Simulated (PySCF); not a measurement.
**Functional benchmark on one molecule**

Molecule: `F`, FH.

Atom-mapped SMILES (the numbers label the heavy atoms): `[FH:1]`. Each H is labelled by its parent atom.

Geometry PBE0-D3(BJ)/def2-SVP throughout; GIAO in PySCF, gas phase, one conformer, non-relativistic; equivalent atoms averaged; basis pcSseg-2.

Reference values (CCSD(T)/aug-cc-pCV[TQ]Z extrapolated; gas (isolated, no vibration); Teale, Lutnaes, Helgaker, Tozer, Gauss, JCP 2013, 138, 024111, as tabulated in M. Glasbrenner, PhD thesis, LMU Munich (SI Table 24)): σ(H(F1)) = 28.80 ppm, σ(F1) = 420.3 ppm.

Task: How do the functionals HF, LDA, PBE, BLYP, BP86, OPBE, KT2, KT3, B97-D, B3LYP, PBE0, mPW1PW91, WP04, B97-2, BHandHLYP, CAM-B3LYP, wB97X-D, LC-wPBE perform against the reference? Times are CPU seconds on shared hosts with different chips, so compare them loosely.

Result: 
```csv
functional,kind,H(F1),F1,abs. error H,abs. error F,core-s
HF,Hartree–Fock,28.08,412.7,0.72,7.6,0.13
LDA,LDA,29.08,414.5,0.28,5.8,0.31
PBE,GGA,29.70,409.0,0.90,11.3,0.46
BLYP,GGA,29.76,407.5,0.96,12.8,0.45
BP86,GGA,29.76,408.4,0.96,11.9,0.45
OPBE,GGA,29.73,409.5,0.93,10.8,0.45
KT2,GGA,29.78,406.7,0.98,13.6,0.46
KT3,GGA,29.83,406.1,1.03,14.2,0.46
B97-D,GGA,29.69,408.2,0.89,12.1,0.45
B3LYP,global hybrid,29.29,409.4,0.49,10.9,0.39
PBE0,global hybrid,29.19,410.9,0.39,9.4,0.37
mPW1PW91,global hybrid,29.21,410.3,0.41,10.0,0.38
WP04,global hybrid,29.13,405.6,0.33,14.7,0.65
B97-2,global hybrid,29.30,409.8,0.50,10.5,0.58
BHandHLYP,global hybrid,28.70,411.5,0.10,8.8,0.57
CAM-B3LYP,range-separated hybrid,29.02,412.4,0.22,7.9,0.43
wB97X-D,range-separated hybrid,29.26,410.2,0.46,10.1,0.67
LC-wPBE,range-separated hybrid,29.13,414.7,0.33,5.6,0.88
```

For ¹H the closest is BHandHLYP (0.10 ppm) and the furthest KT3 (1.03 ppm).

For ¹⁹F the closest is LC-wPBE (5.6 ppm, with LDA practically level) and the furthest WP04 (14.7 ppm). One molecule is a small sample, and the reference may use another geometry.
